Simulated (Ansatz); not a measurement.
Two shapes of singlet MgCl₂.

Shape 1:

```xyz
3

Cl    0.0000    0.0000   -2.3684
Mg    0.0000    0.0000    0.0000
Cl    0.0000    0.0000    2.3684
```

Shape 2:

```xyz
3

Cl    0.0000    0.0000   -2.0175
Mg    0.0000    0.0000    0.0000
Cl    0.0000    0.0000    2.0175
```

Basis set: cc-pVTZ (spherical functions). Left uncorrelated: 11 orbitals. Charge 0, multiplicity 1.

Computed with Ansatz (development build ahead of 0.2.0); each method stands on the lowest determinant of its kind that the runs found.

Which shape is lower in energy, and by how much in each method?

```
 method  E(2) − E(1) (eV)
    RHF             0.052
RHF-MP2            -0.018
```

The methods disagree on the order.
